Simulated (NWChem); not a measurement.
All runs are NWChem calculations. System: Li$_{2}$, charge 1, spin multiplicity 2, at the geometry of a parent with another charge or spin, in a state set for the comparison that need not be this species' ground state. Its SCF solution wasn't tested for a lower state. Level: UHF/6-31+G* (spherical d).

NWChem printed:

```
             Northwest Computational Chemistry Package (NWChem) 7.3.0
             --------------------------------------------------------

                                NWChem Input Module
                                -------------------

 Scaling coordinates for geometry "geometry" by  1.889725989
 (inverse scale =  0.529177249)

 Turning off AUTOSYM since
 SYMMETRY directive was detected!

                             Geometry "geometry" -> ""
                             -------------------------

 Output coordinates in angstroms (scale by  1.889725989 to convert to a.u.)

  No.       Tag          Charge          X              Y              Z
 ---- ---------------- ---------- -------------- -------------- --------------
    1 Li                   3.0000     0.00000000     0.00000000     1.37619900
    2 Li                   3.0000     0.00000000     0.00000000    -1.37619900

 Effective nuclear repulsion energy (a.u.)       1.7303439550

            Nuclear Dipole moment (a.u.)
            ----------------------------
        X                 Y               Z
 ---------------- ---------------- ----------------
     0.0000000000     0.0000000000     0.0000000000

      Symmetry information
      --------------------

 Group name             D2h
 Group number             26
 Group order               8
 No. of unique centers     1

      Symmetry unique atoms

     1


 Summary of "ao basis" -> "" (spherical)
 ------------------------------------------------------------------------------
       Tag                 Description            Shells   Functions and Types
 ---------------- ------------------------------  ------  ---------------------
 *                          6-31+g*                   on all atoms

 Summary of "ao basis" -> "ao basis" (spherical)
 ------------------------------------------------------------------------------
       Tag                 Description            Shells   Functions and Types
 ---------------- ------------------------------  ------  ---------------------
 Li                         6-31+g*                  8       18   4s3p1d

                                 NWChem SCF Module
                                 -----------------

  ao basis        = "ao basis"
  functions       =    36
  atoms           =     2
  alpha electrons =     3
  beta  electrons =     2
  charge          =   1.00
  wavefunction    = UHF
  use symmetry    = T
  symmetry adapt  = T

 Summary of "ao basis" -> "ao basis" (spherical)
[...]
   Bfn.  Coefficient  Atom+Function         Bfn.  Coefficient  Atom+Function
  ----- ------------  ---------------      ----- ------------  ---------------
     1      0.706707  1 Li s                 19     -0.706707  2 Li s

 Vector    3  Occ=0.000000D+00  E=-1.514581D-01  Symmetry=ag
              MO Center= -2.8D-33, -2.8D-33,  5.5D-17, r^2= 8.2D+00
   Bfn.  Coefficient  Atom+Function         Bfn.  Coefficient  Atom+Function
  ----- ------------  ---------------      ----- ------------  ---------------
     6      0.372653  1 Li s                 24      0.372653  2 Li s
     2      0.157728  1 Li s                 20      0.157728  2 Li s

 Vector    4  Occ=0.000000D+00  E=-1.195499D-01  Symmetry=b1u
              MO Center=  2.4D-22, -1.9D-22, -5.7D-16, r^2= 1.3D+01
   Bfn.  Coefficient  Atom+Function         Bfn.  Coefficient  Atom+Function
  ----- ------------  ---------------      ----- ------------  ---------------
    10      3.574678  1 Li s                 28     -3.574678  2 Li s
    13     -0.738616  1 Li pz                31     -0.738616  2 Li pz
     9      0.311933  1 Li pz                27      0.311933  2 Li pz
     5      0.168913  1 Li pz                23      0.168913  2 Li pz
     2      0.152716  1 Li s                 20     -0.152716  2 Li s

 Vector    5  Occ=0.000000D+00  E=-9.660711D-02  Symmetry=b3u
              MO Center=  1.2D-17, -1.3D-34,  1.7D-17, r^2= 1.4D+01
   Bfn.  Coefficient  Atom+Function         Bfn.  Coefficient  Atom+Function
  ----- ------------  ---------------      ----- ------------  ---------------
     7      0.313289  1 Li px                25      0.313289  2 Li px
     3      0.180926  1 Li px                21      0.180926  2 Li px
    11      0.159227  1 Li px                29      0.159227  2 Li px

 center of mass
 --------------
 x =   0.00000000 y =   0.00000000 z =   0.00000000

 moments of inertia (a.u.)
 ------------------
          94.902952409233           0.000000000000           0.000000000000
           0.000000000000          94.902952409233           0.000000000000
           0.000000000000           0.000000000000           0.000000000000

  Mulliken analysis of the total density
  --------------------------------------

    Atom       Charge   Shell Charges
 -----------   ------   -------------------------------------------------------
    1 Li   3     2.50   2.00  0.28  0.16  0.08 -0.03 -0.00  0.00  0.01
    2 Li   3     2.50   2.00  0.28  0.16  0.08 -0.03 -0.00  0.00  0.01

  Mulliken analysis of the alpha density
  --------------------------------------

    Atom       Charge   Shell Charges
 -----------   ------   -------------------------------------------------------
    1 Li   3     1.50   1.00  0.28  0.16  0.08 -0.03 -0.00  0.00  0.01
    2 Li   3     1.50   1.00  0.28  0.16  0.08 -0.03 -0.00  0.00  0.01

   Mulliken analysis of the beta density
   -------------------------------------

    Atom       Charge   Shell Charges
 -----------   ------   -------------------------------------------------------
    1 Li   3     1.00   1.00  0.00  0.00 -0.00  0.00  0.00 -0.00  0.00
    2 Li   3     1.00   1.00  0.00  0.00 -0.00  0.00  0.00 -0.00  0.00

   Mulliken analysis of the spin density
   -------------------------------------

    Atom       Charge   Shell Charges
 -----------   ------   -------------------------------------------------------
    1 Li   3     0.50   0.00  0.28  0.16  0.09 -0.03 -0.00  0.00  0.01
    2 Li   3     0.50   0.00  0.28  0.16  0.09 -0.03 -0.00  0.00  0.01

       Multipole analysis of the density wrt the origin
       ------------------------------------------------

     L   x y z        total         alpha         beta         nuclear
     -   - - -        -----         -----         ----         -------
     0   0 0 0      1.000000     -3.000000     -2.000000      6.000000

     1   1 0 0      0.000000      0.000000     -0.000000      0.000000
     1   0 1 0      0.000000      0.000000     -0.000000      0.000000
     1   0 0 1     -0.000000      0.000000     -0.000000      0.000000

     2   2 0 0     -4.136421     -3.838278     -0.298144      0.000000
     2   1 1 0      0.000000      0.000000     -0.000000      0.000000
     2   1 0 1     -0.000000     -0.000000     -0.000000      0.000000
     2   0 2 0     -4.136421     -3.838278     -0.298144      0.000000
     2   0 1 1     -0.000000     -0.000000     -0.000000      0.000000
     2   0 0 2      9.922612    -16.823895    -13.833432     40.579940

 Task  times  cpu:        0.1s     wall:        0.1s

 Total times  cpu:        0.1s     wall:        0.1s
```

Question: Write an NWChem input that would produce this output.

Answer: This is not unique; one that fits is 
```
start mol
memory heap 200 mb stack 900 mb global 1100 mb
charge 1
geometry units angstroms nocenter noautoz
  Li     0.000000     0.000000     1.376199
  Li     0.000000     0.000000    -1.376199
  symmetry group D2h
end
basis spherical
  * library 6-31+g*
end
scf
  uhf
  nopen 1
  maxiter 100
  thresh 1e-7
  semidirect memsize 60000000 filesize 0
  # guess.movecs holds the orbitals of an unrestricted PBE0 run
  vectors input guess.movecs output mol.movecs
end
task scf energy
```
